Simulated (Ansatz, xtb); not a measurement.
**Relative energy of two structures of H3NO2**

Structure I is `ONO`, a singlet and structure II is a singlet given by its coordinates. Both are isolated molecules in the gas phase, relaxed with B3LYP-D3(BJ)/def2-SVP; the shapes shown needn't be the lowest conformers.

I (Å):

```yaml
atoms:
  - { symbol: N, position_ang: [-0.8585, 0.7328, -0.7557] }
  - { symbol: O, position_ang: [-0.4368, 1.0236, 0.5621] }
  - { symbol: O, position_ang: [-0.1642, -0.3953, -1.2096] }
  - { symbol: H, position_ang: [-1.8252, 0.4317, -0.5921] }
  - { symbol: H, position_ang: [0.2746, 1.6687, 0.4345] }
  - { symbol: H, position_ang: [-0.2156, -1.0627, -0.4990] }
```

II (Å):

```json
{"atom": "N", "x (Å)": "-1.3128", "y (Å)": "-0.5414", "z (Å)": "1.0190"}
{"atom": "O", "x (Å)": "-1.4077", "y (Å)": "-0.6651", "z (Å)": "2.2687"}
{"atom": "O", "x (Å)": "-0.4925", "y (Å)": "0.6759", "z (Å)": "0.5215"}
{"atom": "H", "x (Å)": "-0.7951", "y (Å)": "-1.2933", "z (Å)": "0.5143"}
{"atom": "H", "x (Å)": "-2.1983", "y (Å)": "-0.3535", "z (Å)": "0.5007"}
{"atom": "H", "x (Å)": "-0.2571", "y (Å)": "1.0412", "z (Å)": "1.3934"}
```

Close contacts (Å): N1–O2 1.26, N1–O3 1.55, N1–H4 1.04, N1–H5 1.04, O3–H6 0.97.

Question: Estimate E(II) − E(I) at the level CCSD(T)/def2-TZVPP.

Answer: Calculated at CCSD(T)/def2-TZVPP: E(II) − E(I) = +15.6 kcal/mol, so structure I lies lower.

The same difference at several levels:

| level | geometry | E(II) − E(I) (kcal/mol) | departure from the last row (kcal/mol) | job, with rough time for the two |
| --- | --- | --- | --- | --- |
| GFN2-xTB | GFN2-xTB | +25.3 | +9.7 | optimisation, 0.44 s |
| HF/STO-3G | GFN2-xTB | +75.7 | +60.1 | single point, 0.6 s |
| r2SCAN-D4/def2-SVP | GFN2-xTB | +11.7 | −3.9 | single point, 3.8 s |
| B3LYP-D3(BJ)/def2-SVP | B3LYP-D3(BJ)/def2-SVP | +13.7 | −1.9 | optimisation, 35 s |
| HF/def2-TZVPP | B3LYP-D3(BJ)/def2-SVP | +24.4 | +8.8 | part of the CCSD(T) run |
| MP2/def2-TZVPP | B3LYP-D3(BJ)/def2-SVP | +13.8 | −1.8 | part of the CCSD(T) run |
| CCSD(T)/def2-TZVPP | B3LYP-D3(BJ)/def2-SVP | +15.6 |  | single point, 69 s |

The levels shown agree on the order. The largest departure from CCSD(T)/def2-TZVPP is that of HF/STO-3G, 60.1 kcal/mol.

With harmonic frequencies from B3LYP-D3(BJ)/def2-SVP (ideal gas, rigid rotor, one conformer each, 298.15 K, 1 atm): on the last row, ΔE + ΔZPE = +15.3, ΔH = +15.5, ΔG = +15.1 kcal/mol.

The correlated steps freeze 3 core orbitals. Mirror images aren't counted in ΔG. Run with Ansatz 0.2.0, xtb 6.7.1; the last row on 1 thread of Intel(R) Xeon(R) Processor @ 2.50GHz (Skylake/Cascade Lake) on a shared host.
